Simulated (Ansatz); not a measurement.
Relaxation of C2H6ClO (10 atoms, charge 0, multiplicity 2), to a largest force component of 0.03 eV/Å in at most 50 steps.

Method: UKS revPBE-D4/def2-SVP in Ansatz 0.2.0.

```xyz
10
Properties=species:S:1:pos:R:3
H 0.809 0.068 -1.208
C 0.750 -0.861 -0.635
O -0.504 -0.891 0.056
C -0.707 0.188 0.878
Cl -0.400 2.397 -1.003
H 0.761 -1.742 -1.301
H 1.598 -0.904 0.084
H -0.757 1.191 0.189
H 0.142 0.442 1.558
H -1.690 0.112 1.383
```

Question: Where does it end, and by what steps?

Answer: It converged. After 4 steps the energy has fallen by 0.016 eV; Cl5 moved furthest, 0.12 Å.

```json
{"step": "0", "energy less start (eV)": "0.0000", "largest force component (eV/Å)": "0.595", "accepted": "yes"}
{"step": "1", "energy less start (eV)": "-0.0133", "largest force component (eV/Å)": "0.152", "accepted": "yes"}
{"step": "2", "energy less start (eV)": "-0.0149", "largest force component (eV/Å)": "0.063", "accepted": "yes"}
{"step": "3", "energy less start (eV)": "-0.0153", "largest force component (eV/Å)": "0.051", "accepted": "yes"}
{"step": "4", "energy less start (eV)": "-0.0156", "largest force component (eV/Å)": "0.021", "accepted": "yes"}
```

```xyz
10
Properties=species:S:1:pos:R:3
H 0.847 0.030 -1.250
C 0.754 -0.890 -0.630
O -0.509 -0.879 0.039
C -0.703 0.202 0.858
Cl -0.470 2.474 -0.936
H 0.777 -1.791 -1.269
H 1.594 -0.919 0.100
H -0.765 1.220 0.170
H 0.149 0.436 1.538
H -1.676 0.116 1.379
```

Whether the end is a true minimum wasn't checked by a vibrational analysis.

Run time: 10 s on 2 threads of Intel(R) Xeon(R) Platinum 8488C (Sapphire Rapids), on a shared host, peak memory 0.17 GiB.
